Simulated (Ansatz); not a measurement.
A structure relaxed at PBE0-D4/def2-TZVP, charge 0, multiplicity 1:

```xyz
12

C     0.641   -0.729   -0.838
C     0.136    0.383    0.054
C    -1.256    0.167    0.590
O     0.970    0.617    1.131
F     0.109    1.540   -0.735
H    -0.021   -0.865   -1.693
H     1.637   -0.481   -1.214
H     0.696   -1.663   -0.277
H    -1.962    0.064   -0.234
H    -1.541    1.022    1.202
H    -1.286   -0.734    1.203
H     1.875    0.680    0.810
```

Q: Give its formula and SMILES.

A: C3H7FO, `CC(C)(O)F`.

Q: Summarise the bond lengths by kind.

A: 2 × C–C 1.507 to 1.513 Å; 6 × C–H 1.090 to 1.093 Å; 1 × C–O 1.382 Å; 1 × C–F 1.401 Å; 1 × H–O 0.962 Å.

All numbers were calculated with Ansatz.
